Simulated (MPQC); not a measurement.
**C2H3F+ (SMILES [CH2][CH+]F): levels of theory compared**

Aim: a comparison of 4 runs (UHF/STO-3G, UHF/3-21G, UHF/def2-SVP, UPBE0/def2-SVP) of C2H3F+. 

The results are computed with MPQC 2.3.1.

## 1. The molecule

C2H3F+: 6 atoms, total charge +1, spin state doublet. SMILES: `[CH2][CH+]F`. The shape is that of a GFN2-xTB optimisation. This is one conformer, not always the lowest.

Bond lengths: C1–C2 1.360 Å, C2–F3 1.280 Å, C1–H4 1.096 Å, C1–H5 1.089 Å, C2–H6 1.105 Å. Angles: C1–C2–F3 124.7°, C1–C2–H6 122.0°, F3–C2–H6 113.2°, C2–C1–H4 122.0°, C2–C1–H5 122.1°, H4–C1–H5 115.8°.

## 2. Energy and forces at UHF/STO-3G (run 1)

job.in

```
% C2H3F
molecule<Molecule>: (
  symmetry = c1
  unit = angstrom
  { atoms geometry } = {
    C  [ -0.480680       0.249980      -0.453480 ]
    C  [ 0.478630      -0.197740       0.400480 ]
    F  [ 0.828510      -1.422560       0.525540 ]
    H  [ -1.306900      -0.389170      -0.783880 ]
    H  [ -0.513400       1.283180      -0.797340 ]
    H  [ 0.993850       0.476310       1.108680 ]
  }
)
basis<GaussianBasisSet>: (
  name = "STO-3G"
  molecule = $:molecule
  basisdir = "."
  puream = yes
)
mpqc: (
  checkpoint = no
  savestate = no
  restart = no
  do_energy = yes
  do_gradient = yes
  optimize = no
  mole<UHF>: (
    molecule = $:molecule
    basis = $:basis
    total_charge = 1
    multiplicity = 2
    memory = 1000000000
    print_evals = yes
    print_npa = yes
    maxiter = 120
    value_accuracy = 1e-08
    guess_wavefunction<UHF>: (
      molecule = $:molecule
      total_charge = 1
      multiplicity = 2
      memory = 1000000000
      value_accuracy = 1e-3
      basis<GaussianBasisSet>: (
        name = "STO-3G"
        molecule = $:molecule
      )
    )
  )
)
```

The basis set STO-3G is read from a file made from the Basis Set Exchange's data (not shown).

Started as:

```console
$ mpqc -o job.out job.in
```

Output:

```text
MPQC: Massively Parallel Quantum Chemistry
[...]
  <S^2>      = 0.764080
  total scf energy = -174.2602107363
[...]
Value of the MolecularEnergy: -174.2602107363
  Gradient of the MolecularEnergy:
      1    0.0686253775
      2   -0.0191144549
      3    0.0550961616
      4   -0.0597555233
      5    0.0090828233
      6   -0.0590162281
      7    0.0038823202
      8    0.0219705343
      9    0.0024406521
     10   -0.0033964511
     11    0.0059632484
     12    0.0050137393
[...]
      symmetry = c1
[...]
      nbasis = 18
[...]
    nalpha = 12
    nbeta = 11
[...]
```

Wall time 0.22 s (1 thread of Arm Neoverse V1, shared host).

## 3. Energy and forces at UHF/3-21G (run 2)

mol.in

```
% C2H3F
molecule<Molecule>: (
   symmetry = c1
   unit = bohr
   { atoms geometry } = {
      C  [ -0.90835355   0.47239374  -0.85695300 ]
      C  [ 0.90447962  -0.37367444   0.75679752 ]
      F  [ 1.56565699  -2.68824880   0.99312667 ]
      H  [ -2.46968307  -0.73542472  -1.48131851 ]
      H  [ -0.97018539   2.42485877  -1.50675423 ]
      H  [ 1.87810431   0.90009545   2.09510156 ]
   }
)
basis<GaussianBasisSet>: (
   name = "3-21G"
   molecule = $:molecule
   basisdir = "."
   puream = yes
)
mpqc: (
   checkpoint = no
   savestate = no
   restart = no
   do_energy = yes
   do_gradient = yes
   optimize = no
   mole<UHF>: (
      molecule = $:molecule
      basis = $:basis
      total_charge = 1
      multiplicity = 2
      memory = 1000000000
      print_evals = yes
      print_npa = yes
      maxiter = 120
      value_accuracy = 1e-08
      guess_wavefunction<UHF>: (
         molecule = $:molecule
         total_charge = 1
         multiplicity = 2
         memory = 1000000000
         value_accuracy = 1e-3
         basis<GaussianBasisSet>: (
            name = "STO-2G"
            molecule = $:molecule
         )
      )
   )
)
```

The basis set 3-21G is read from a file made from the Basis Set Exchange's data (not shown).

Started as:

```console
$ mpqc mol.in > mol.out
```

Output:

```text
MPQC: Massively Parallel Quantum Chemistry
[...]
  <S^2>      = 0.756908
  total scf energy = -175.5748894577
[...]
Value of the MolecularEnergy: -175.5748894577
  Gradient of the MolecularEnergy:
      1    0.0415210252
      2   -0.0060872158
      3    0.0302109761
      4   -0.0346187117
      5   -0.0280323164
      6   -0.0415874081
      7    0.0048020554
      8    0.0178272056
      9    0.0031534570
     10   -0.0148137808
     11   -0.0029410980
     12   -0.0008373496
[...]
      symmetry = c1
[...]
      nbasis = 33
[...]
    nalpha = 12
    nbeta = 11
[...]
```

It took 1.1 s on 1 thread of Arm Neoverse V1, shared host.

Run 3 isn't shown in full; the table further down has it.

## 4. Energy and gradient at UPBE0/def2-SVP (run 4)

job.in

```
% emacs should use -*- KeyVal -*- mode
molecule<Molecule>: (
    symmetry = c1
    unit = angstrom
    { atoms geometry } = {
        C  [ -0.480680 0.249980 -0.453480 ]
        C  [ 0.478630 -0.197740 0.400480 ]
        F  [ 0.828510 -1.422560 0.525540 ]
        H  [ -1.306900 -0.389170 -0.783880 ]
        H  [ -0.513400 1.283180 -0.797340 ]
        H  [ 0.993850 0.476310 1.108680 ]
    }
)
basis<GaussianBasisSet>: (
    name = "def2-SVP"
    molecule = $:molecule
    basisdir = "."
    puream = yes
)
mpqc: (
    checkpoint = no
    savestate = no
    restart = no
    do_energy = yes
    do_gradient = yes
    optimize = no
    mole<UKS>: (
        molecule = $:molecule
        basis = $:basis
        total_charge = 1
        multiplicity = 2
        memory = 1000000000
        print_evals = yes
        print_npa = yes
        maxiter = 120
        value_accuracy = 1e-08
        functional<SumDenFunctional>: (
            a0 = 0.25
            coefs = [ 0.75 1 ]
            funcs: [ <PBEXFunctional>: () <PBECFunctional>: () ]
        )
        integrator<RadialAngularIntegrator>: ( grid = xfine )
        guess_wavefunction<UHF>: (
            molecule = $:molecule
            total_charge = 1
            multiplicity = 2
            memory = 1000000000
            value_accuracy = 1e-3
            basis<GaussianBasisSet>: (
                name = "MINI (Huzinaga)"
                molecule = $:molecule
            )
        )
    )
)
```

The basis set def2-SVP is read from a file made from the Basis Set Exchange's data (not shown).

Started as:

```console
$ mpqc job.in > job.out
```

Output:

```text
MPQC: Massively Parallel Quantum Chemistry
[...]
  Integrated electron density error = -0.001114500967
  iter     1 energy = -176.6960452199 delta = 1.14557e-01
  Integrated electron density error = -0.000994672385
  iter     2 energy = -177.0842432173 delta = 2.93692e-02
[...]
  Integrated electron density error = 0.000000696034
  iter    24 energy = -177.1214319425 delta = 2.88627e-08
  Integrated electron density error = 0.000000696034
  iter    25 energy = -177.1214319425 delta = 2.28554e-08
  Integrated electron density error = 0.000000696034
  iter    26 energy = -177.1214319425 delta = 1.24677e-08
[...]
  <S^2>      = 0.753212
  total scf energy = -177.1214319425
[...]
  Integrated electron density error = 0.000000694151
  Total Gradient:
[...]
Value of the MolecularEnergy: -177.1214319425
  Gradient of the MolecularEnergy:
      1    0.0344864171
      2   -0.0012716012
      3    0.0266841352
      4   -0.0429390262
      5    0.0211182072
      6   -0.0373993496
      7    0.0143861253
      8   -0.0179443311
      9    0.0068707260
     10   -0.0006179474
     11    0.0058577772
     12    0.0034552784
[...]
        symmetry = c1
[...]
        nbasis = 57
[...]
      nalpha = 12
      nbeta = 11
[...]
```

It took 73 s on 1 thread of Arm Neoverse V1, shared host; peak memory 0.33 GiB.

## 5. The series

```tsv
run	level	starting guess	integration grid	energy (Eh)	⟨S²⟩	largest force (eV/Å)	wall time
1	UHF/STO-3G	STO-3G	–	-174.260211	0.764	4.631	0.22 s
2	UHF/3-21G	STO-2G	–	-175.574889	0.757	3.134	1.1 s
3	UHF/def2-SVP	STO-2G	–	-176.412900	0.757	3.966	6.9 s
4	UPBE0/def2-SVP	MINI (Huzinaga)	xfine	-177.121432	0.753	3.123	73 s
```

## 6. Outcome

| quantity | value |
| --- | --- |
| run 4: total energy | -177.12143 Eh |
| run 4: ⟨S²⟩ | 0.753 |
| run 4: largest force on an atom | 3.123 eV/Å |

What this shows: In run 1 the basis is minimal, so the values are rough. All runs together took 81 s, the longest 73 s.
